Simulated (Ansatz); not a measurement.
Input for Ansatz (development build ahead of 0.2.0):

```yaml
crystal:
  periodic: [false, false, false]
  atoms:
    - { symbol: H, position_ang: [-0.07143, 0.02006, -0.04411] }
    - { symbol: O, position_ang: [1.14821, 0.05903, 0.04659] }
    - { symbol: O, position_ang: [-1.16741, -0.05125, 0.07923] }
    - { symbol: H, position_ang: [1.6251, 0.7297, 0.50344] }
    - { symbol: H, position_ang: [-1.58301, -0.79295, 0.46333] }
    - { symbol: H, position_ang: [1.69469, -0.25215, -0.66889] }
    - { symbol: H, position_ang: [-1.78598, 0.21586, -0.68532] }
basis:
  gaussian: { orbitals: "6-31G" }
total_charge: 1
hamiltonian:
  xc: hf
correlation:
  method: mp2
  frozen_orbitals: { H: 0, O: 1 }
```

The input is written out in the form of the current development build from the run's settings.

The run gave:

| Item | Value |
| --- | --- |
| Converged | yes |
| Reference energy | -152.31423 hartree |
| Correlation energy | -0.25910 hartree |
| Total energy | -152.57333 hartree |
| Spin squared of the determinant | 0.000 |
